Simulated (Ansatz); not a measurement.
SiSe₂ (Ibam, No. 72), treated with PBE-D4 in Ansatz (plane waves, PAW).

Numerical settings: plane-wave cutoff 500 eV, 10×10×10 k mesh, gaussian smearing 0.02 eV, scalar-relativistic PAW data made under PBE.

Cell (relaxed at this level):

Space group Ibam (No. 72); a = 5.8333 Å, b = 9.4665 Å, c = 5.8319 Å, α = β = γ = 90.00°

| atom | site | symmetry | x | y | z |
|---|---|---|---|---|---|
| Si | 4a | 222 | 0.0000 | 0.0000 | 0.2500 |
| Se | 8j | ..m | 0.2238 | 0.1266 | 0.0000 |
(The calculation used a cell of 6 atoms; values per cell refer to that cell.)

**Question.** Predict the band gap.

**Answer.** 
band gap: 1.46 eV (on the SCF k mesh)

Note: the volume lies 5 % below that of the published cell.

Spin–orbit coupling is not included.

Ansatz is a quantum-chemistry and plane-wave program.
